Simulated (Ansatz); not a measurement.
We consider bcc V, described by r²SCAN in Ansatz (plane waves, PAW).

Numerical settings: plane-wave cutoff 600 eV, 30×30×30 k mesh, Fermi–Dirac smearing 0.042 eV (set by the program), no spin polarisation, scalar-relativistic PAW data made under PBE.

Cell (relaxed at this level):

Space group Im-3m (No. 229); a = b = c = 2.9825 Å, α = β = γ = 90.00°

```csv
atom,site,symmetry,x,y,z
V,2a,m-3m,0.0000,0.0000,0.0000
```
(The calculation used a cell of 1 atom; values per cell refer to that cell.)

Task: Predict the elastic constant C11, polycrystal shear modulus (Hill average), Voigt–Reuss–Hill bulk modulus, elastic constant C12 and elastic constant C44.

Result: 
- elastic constant C11: 278 GPa
- polycrystal shear modulus (Hill average): 31.4 GPa
- Voigt–Reuss–Hill bulk modulus: 193 GPa
- elastic constant C12: 151 GPa
- elastic constant C44: 18.8 GPa

Measured, for comparison: elastic constant C11 232 GPa, elastic constant C12 119 GPa, elastic constant C44 46 GPa (0 K, extrapolated to 0 K; zero-point effects included; as tabulated in Wang et al. (2022), arXiv:2209.12322). Computed (rounded) less measured: elastic constant C11 +20 %, elastic constant C12 +27 %, elastic constant C44 -59 %.

Note: the shear constants of this metal are likely not converged at this k mesh and smearing.

Elastic constants are with the ions relaxed.

Ansatz is a quantum-chemistry and plane-wave program.
